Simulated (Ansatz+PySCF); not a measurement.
Two shapes of quintet N₂H₂ in separate pieces.

Shape 1:

```xyz
4

N     0.0000    0.0000   -0.4711
H     0.0000    0.0000    3.2974
N    30.0000    0.0000   -0.1308
H    30.0000    0.0000    0.9159
```

Shape 2:

```xyz
4

N     0.0000    0.0000   -0.4711
H     0.0000    0.0000    3.2974
N    30.0000    0.0000   -0.4711
H    30.0000    0.0000    3.2974
```

Basis set: 6-31G (spherical functions). Correlated methods keep 2 orbitals frozen. Charge 0, multiplicity 5.

Computed with Ansatz (development build ahead of 0.2.0); each method stands on the lowest determinant of its kind that the runs found.

Problem. Which shape is lower in energy, and by how much in each method?

Solution.

| method | E(2) − E(1) (eV) |
| --- | --- |
| UHF | 1.619 |
| UHF-MP2 | 2.417 |
| UHF-CCSD | 2.573 |
| UHF-CCSD(T) | 2.581 |

Shape 1 is lower. Caution: the unrestricted determinant is a mixture of spin states. Caution for UHF-MP2, UHF-CCSD, UHF-CCSD(T): bonds are stretched, where a single reference can fail.
